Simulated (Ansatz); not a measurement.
Mulliken charges of `c1nncs1` from B3LYP/def2-TZVPP in Ansatz (PBE0-D4/def2-TZVP geometry).

| atom | x (Å) | y (Å) | z (Å) | charge (e) |
| --- | --- | --- | --- | --- |
| C1 | -0.442 | 0.687 | 0.848 | -0.033 |
| N2 | -1.254 | -0.118 | 0.240 | -0.127 |
| N3 | -0.637 | -0.855 | -0.711 | -0.127 |
| C4 | 0.627 | -0.592 | -0.802 | -0.033 |
| S5 | 1.176 | 0.605 | 0.293 | 0.037 |
| H6 | -0.754 | 1.355 | 1.638 | 0.141 |
| H7 | 1.284 | -1.082 | -1.506 | 0.141 |

Task: By hand: the dipole of these point charges (1 e Å = 4.8032 D).

Result: Σ q r = (0.352, 0.181, 0.088) e Å, of length 0.405 e Å = 1.95 D.

Task: How does the dipole of the full density compare? (Estimate.)

Result: Computed: (0.608, 0.313, 0.151) e Å, 3.36 D; the point charges give 0.58 times that, at 0° from its direction.

Point charges leave out the atoms' own dipoles, such as those of lone pairs, and Mulliken's split depends on the basis, so the two needn't agree.

B3LYP here is the variant with VWN-RPA as its local correlation; programs differ in this.
